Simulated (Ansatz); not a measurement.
**Solid chlorine**

Computed with r²SCAN0-D4 (Ansatz, an electronic-structure program, plane waves, PAW).

Cell: relaxed with r²SCAN-D4: a = 6.3721 Å, b = 4.0773 Å, c = 8.1890 Å, α = 90.00°, β = 90.00°, γ = 90.00°.

```yaml
lattice_energy: 29 kJ/mol
```

The computed numbers hold no vibrational or temperature effects.

Cost on a shared machine: about 23 core-seconds (a rough figure).
